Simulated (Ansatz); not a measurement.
Basis-set extrapolation for `NC1=NC=C1O` (PBE0-D4/def2-TZVP geometry, frozen core, the Gaussian-basis code of Ansatz). Multiplicity 1, RHF reference.

```json
{"": "HF", "def2-TZVPP": "-299.684504", "def2-QZVPP": "-299.698065"}
{"": "MP2 correlation", "def2-TZVPP": "-1.105938", "def2-QZVPP": "-1.183931"}
{"": "CCSD(T) correlation", "def2-TZVPP": "-1.177110", "def2-QZVPP": "not run"}
```

Energies in hartree. Use E(X) = E(∞) + A·exp(−7.88·√X) for Hartree–Fock and E(X) = E(∞) + B·X^(−2.97) for correlation, with X = 3 and 4, and add CCSD(T) minus MP2 of the smaller set to the MP2 limit.

Problem. What is the CCSD(T) energy at the basis-set limit?

Solution. HF limit: -299.698065 + (-0.013561) × 0.13774 = -299.69993. MP2 limit: -1.183931 + (-0.077993) × 0.74074 = -1.24170. Higher-order term: -1.177110 − (-1.105938) = -0.07117. Total: -301.01280 hartree, 4.11 eV below CCSD(T)/def2-TZVPP.
